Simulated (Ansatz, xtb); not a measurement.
Two structures of BClH2Si

Structure I: a singlet given by its coordinates. Structure II: `B[Si]Cl`, a triplet. Both are isolated molecules in the gas phase, relaxed with PBE0-D3(BJ)/def2-SVP; the shapes shown needn't be the lowest conformers.

I (Å):

```xyz
5

B    -0.0921   -0.3395   -0.2570
Cl   -1.0748   -0.0052    1.2098
Si    0.9243   -1.7969    0.5956
H     1.9076   -0.7011    1.0363
H    -0.3184    0.3056   -1.2459
```

Close contacts (Å): B1–Cl2 1.80, B1–Si3 1.97, Cl2–Si3 2.75, B1–H5 1.20, Si3–H4 1.54.

II (Å):

```xyz
5

B    -1.7084    0.2223   -1.2587
Cl   -0.5767   -2.5310   -3.0568
Si   -1.6387   -1.7046   -1.4855
H    -2.3389    0.6597   -0.3306
H    -1.1099    0.8884   -2.0680
```

Question: Estimate which is lower in electronic energy at CCSD(T)/def2-TZVPP, and by roughly how much.

Answer: The CCSD(T)/def2-TZVPP calculation puts structure I lower, by 5.8 kcal/mol.

The same difference at several levels:

```tsv
level	geometry	E(II) − E(I) (kcal/mol)	departure from the last row (kcal/mol)	job, with rough time for the two
HF/STO-3G	GFN2-xTB	−23.9	−29.7	single point, 0.48 s
r2SCAN-D4/def2-SVP	GFN2-xTB	−9.7	−15.5	single point, 6.5 s
PBE0-D3(BJ)/def2-SVP	PBE0-D3(BJ)/def2-SVP	+3.7	−2.1	optimisation, 84 s
HF/def2-TZVPP	PBE0-D3(BJ)/def2-SVP	−9.1	−15.0	part of the CCSD(T) run
MP2/def2-TZVPP	PBE0-D3(BJ)/def2-SVP	+4.5	−1.4	part of the CCSD(T) run
CCSD(T)/def2-TZVPP	PBE0-D3(BJ)/def2-SVP	+5.8		single point, 2.4 min
```

HF/STO-3G, r2SCAN-D4/def2-SVP, HF/def2-TZVPP put the two in the other order. The largest departure from CCSD(T)/def2-TZVPP is that of HF/STO-3G, 29.7 kcal/mol. The triplet state of II needn't be its ground state.

With harmonic frequencies from PBE0-D3(BJ)/def2-SVP (ideal gas, rigid rotor, one conformer each, 298.15 K, 1 atm): the zero-point term adds +0.9 kcal/mol; ΔH is +6.7 and ΔG +6.3 kcal/mol.

Open shells are spin-unrestricted. The correlated steps freeze 11 core orbitals. ΔG holds the spin degeneracy. Mirror images aren't counted in ΔG. Programs: Ansatz 0.2.0, xtb 6.7.1; the last row on 1 thread of Arm Neoverse N1 on a shared host.
